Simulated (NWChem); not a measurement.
## Total energies of nitric oxide (NO)

SMILES: [N]=O
```xyz
2

N      0.0000     0.0000     0.6093
O      0.0000     0.0000    -0.5331
```
Charge 0, spin multiplicity 2.

All runs are NWChem calculations. All single points use one geometry, from UPBE0/def2-SVP, a minimum by its harmonic frequencies.

Basis set: cc-pVDZ (28 functions).

| method | total energy (Ha) |
|---|---|
| UHF | -129.26134 |
| UMP2 | -129.57739 |
| UB2PLYP | -129.79718 |
| UPBE | -129.76974 |
| UB3LYP | -129.90068 |
| UBHandHLYP | -129.83513 |

Total energies of different functionals aren't comparable as a measure of quality: only differences taken within one method are. 

The correlated methods keep 2 core orbitals frozen. B3LYP has NWChem's definition, with VWN1-RPA local correlation. The unpaired electrons of the parent sit in orbitals of symmetry b2 (C2v labels of the run); other states weren't searched. The stability of the SCF solutions was not checked. Open-shell Hartree-Fock references start from PBE0 orbitals.
